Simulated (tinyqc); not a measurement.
Inside a calculation. Method: UHF in the sto-3g basis, for H2O+, spin multiplicity 2. One step of it, computed by the program tinyqc.

Question. Iteration 2: DIIS coefficients. Solve [B -1; -1 0][c; lambda] = [0; -1] for the coefficients, which sum to one.

B (overlaps of the stored error matrices):
```
[[7.2111421e-01, 1.3060906e-01],
 [1.3060906e-01, 3.5584056e-02]]
```

Give: DIIS coefficients.

Answer.

DIIS coefficients: [-0.1918, 1.1918]
